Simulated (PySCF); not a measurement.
Isomers of C4H4FN. Method: TDDFT B3LYP/def2-SVPD, vertical, gas phase, core orbitals frozen in the response (PySCF 2.14.0, density-fitted response routines). Geometries: PBE0-D3(BJ)/def2-SVP; one conformer of each isolated species. Triplets are in the Tamm–Dancoff approximation.

A. `N#CC/C=C/F`
B. `F/C=C\[C@H]1C=N1`
C. `FC1=CC=CN1`
D. `F/C=C/[C@H]1C=N1`

Lowest singlet levels (six at most, fewer where fewer were computed) with oscillator strengths:

1. 4.41 eV (f 0.006); 6.08 eV (f 0.154); 6.47 eV (f 0.122); 6.64 eV (f 0.000); 6.75 eV (f 0.025); 7.04 eV (f 0.031); T1 3.90 eV
2. 6.84 eV (f 0.100); 7.20 eV (f 0.057); 7.28 eV (f 0.037); 7.40 eV (f 0.071); 7.44 eV (f 0.048); 7.72 eV (f 0.002); T1 4.40 eV
3. 5.46 eV (f 0.001); 6.00 eV (f 0.012); 6.40 eV (f 0.020); 6.40 eV (f 0.109); 6.65 eV (f 0.000); 6.69 eV (f 0.011); T1 4.35 eV
4. 4.44 eV (f 0.019); 6.32 eV (f 0.121); 6.41 eV (f 0.030); 6.57 eV (f 0.356); 6.75 eV (f 0.017); 6.99 eV (f 0.012); T1 3.72 eV

Question: Which spectrum belongs to which structure?

Answer: 1 = D, 2 = A, 3 = C, 4 = B.
- A: S1 at 6.84 eV, HOMO→LUMO+1 (51%), HOMO→LUMO (42%); Löwdin shares by element: HOMO carbon 73% or more, fluorine 16%; LUMO carbon 67% or more, fluorine 8% (atoms not listed hold the other 25%); HOMO -7.91 and LUMO -0.75 eV.
- B: S1 at 4.44 eV, HOMO→LUMO (91%); Löwdin shares by element: HOMO carbon 57% or more, nitrogen 17% (atoms not listed hold the other 26%); LUMO carbon 43% or more, nitrogen 33%, hydrogen 7% or more (atoms not listed hold the other 16%); HOMO -6.83 and LUMO -1.27 eV.
- C: S1 at 5.46 eV, HOMO→LUMO (100%); Löwdin shares by element: HOMO carbon 79% (atoms not listed hold the other 21%); LUMO hydrogen 35% or more, carbon 30% or more, nitrogen 12% (atoms not listed hold the other 24%); HOMO -5.97 and LUMO 0.46 eV; point group Cs, 1 of its 6 listed states under f = 0.0005.
- D: S1 at 4.41 eV, HOMO→LUMO (96%); Löwdin shares by element: HOMO carbon 59% or more, nitrogen 14% (atoms not listed hold the other 27%); LUMO carbon 48% or more, nitrogen 39%, hydrogen 8% or more; HOMO -6.82 and LUMO -1.17 eV.
B and D have S1 within 0.04 eV of each other; their strongest listed levels stand at 6.57 eV (f 0.356) and 6.08 eV (f 0.154).
